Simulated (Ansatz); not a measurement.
Problem. Predict a relaxed structure of [SiH3]- (SiH3⁻), charge -1, singlet, at PBE0-D4/def2-TZVPD (Ansatz).

Solution. 
```xyz
4

Si    0.4278    0.0955   -0.4401
H    -0.1576    1.2461    0.4093
H     0.6839   -0.8182    0.7797
H    -0.9541   -0.5234   -0.7489
```
Point group C3v (tolerance 0.1 Å). This is one stationary point.

The highest occupied level of the charge -1 singlet lies above zero (up to 0.23 eV). By energy differences its removal costs 1.82 eV (vertical, to the charge 0 doublet, at PBE0-D4/def2-TZVPD); a positive level beside a positive removal energy at the same level points to self-interaction error.
